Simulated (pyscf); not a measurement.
Thermochemistry of product channels of O=CH–OH + H₃C–O⁻ on the singlet surface, in kcal/mol, from CCSD(T)/def2-TZVPPD + ΔMP2(QZVPPD) energies (ideal gas, 1 atm, RRHO with modes under 100 cm⁻¹ raised to 100, one conformer, R ln 2 for chiral ones without a mode under 150 cm⁻¹). Structures and frequencies: ωB97X-D3(BJ)/def2-SVPD in PySCF. Correlated levels are frozen-core, on RHF or UHF. ΔMP2 is the change of the MP2 total energy from the triple- to the quadruple-zeta basis.

| products | ΔE | ΔH(298 K) | ΔG(600 K) | ΔG(1200 K) |
|---|---|---|---|---|
| H₂O + HC⁻=O + H₂C=O | +45.5 | +41.0 | +17.7 | -6.0 |
| HO⁻ + H₂C=O + H₂C=O | … | +35.7 | +15.2 | … |

Q: Fill in the missing entries.

A: 
- HO⁻ + H₂C=O + H₂C=O, ΔE: +38.6
- HO⁻ + H₂C=O + H₂C=O, ΔG(1200 K): -5.5

The channel to H₂O + HC⁻=O + H₂C=O turns favourable between 298 and 1200 K (ΔG from +29.6 kcal/mol to -6.0 kcal/mol). The channel to HO⁻ + H₂C=O + H₂C=O turns favourable between 298 and 1200 K (ΔG from +25.7 kcal/mol to -5.5 kcal/mol).

These are energies of the channels, which say nothing of barriers. The CCSD(T) − MP2 part came from Ansatz, without density fitting, on the same reference.
